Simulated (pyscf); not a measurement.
Thermochemistry of product channels of H₃C–Ga(NH₂)–NH₂ (SMILES [CH3][Ga]([NH2])[NH2]) + H• (SMILES [H]) on the doublet surface, in kJ/mol, from ωB97M-D3(BJ)/def2-TZVP energies (ideal gas, 1 atm, RRHO with modes under 100 cm⁻¹ raised to 100, one conformer, R ln 2 for chiral ones without a mode under 150 cm⁻¹). PySCF, gas phase, ωB97X-D3(BJ)/def2-SVP geometries.

| products | ΔE | ΔH(298 K) | ΔG(900 K) | ΔG(1200 K) |
|---|---|---|---|---|
| [H₂N–Ga–NH₂]• (SMILES [NH2][Ga][NH2]) + CH₄ (SMILES C) | -128.7 | -110.2 | -121.8 | -119.8 |
| H₂N–GaH–NH₂ (SMILES [NH2][GaH][NH2]) + CH₃• (SMILES [CH3]) | ? | -22.0 | -43.3 | ? |

What belongs in the gaps?


- H₂N–GaH–NH₂ (SMILES [NH2][GaH][NH2]) + CH₃• (SMILES [CH3]), ΔE: -22.5
- H₂N–GaH–NH₂ (SMILES [NH2][GaH][NH2]) + CH₃• (SMILES [CH3]), ΔG(1200 K): -47.2

These are energies of the channels, which say nothing of barriers. Elements up to Kr have no core potential and no relativistic terms here.
